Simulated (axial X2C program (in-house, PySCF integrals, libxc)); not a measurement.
Levels of Si₂⁺ by electron attachment to Si₂²⁺ (EOM-EA-CCSD)

Calculated with an axial X2C code built on PySCF integrals: two-component X2C with atomic mean-field Coulomb and Gaunt terms, Gaussian nuclei, basis Si dyall-av3z with contracted cores.

R = 2.195 Å (0.960 times 2.286 Å, the PBE0 minimum at charge 1 for the lowest determinant).

Levels of Si₂⁺ obtained by attaching an electron to Si₂²⁺:

```
  Ω  binding energy (eV)  above lowest (cm⁻¹)       attached spinor  one-particle weight
1/2               15.144                    0  82% Si pπ, 14% Si dπ                 0.94
3/2               15.133                   88  82% Si pπ, 14% Si dπ                 0.94
1/2               11.428                29974  68% Si pπ, 20% Si dπ                 0.92
3/2               11.413                30094  68% Si pπ, 20% Si dπ                 0.92
```

Q: What is the splitting of the first π pair in the table, and is it regular or inverted?

A: E(3/2) − E(1/2) = 88 − 0 = 88 cm⁻¹ at EOM-EA-CCSD: regular, Ω = 1/2 lower. Splittings at this level can be off by ten to twenty per cent.

This point took 8.5 s on 1 thread of Intel(R) Xeon(R) Processor @ 2.30GHz (shared host).

Reference electrons by ω block (each with its −ω partner): 1/2: 11, 3/2: 2. 6 electrons of Si₂²⁺ correlated (inner shells frozen), 92 natural virtual spinors (a truncated set); levels can be off by some tenths of an eV. Roots sought by Ω: (1/2: 5, 3/2: 4, 5/2: 2, 7/2: 1); the list ends where they run out and leaves out roots under 60 % one-particle weight. The solver can skip a root, and states that need a further excitation, which the method places far too high, are missing though they may lie low or lowest. T1 of the reference 0.014 (Lee–Taylor). The reference was not checked to be the lowest state of its species. Number of frozen shells: Si 2 s, 1 p. g and u states are not told apart. Large amplitudes in the reference (orbital relaxation or multireference character) lower the reliability.
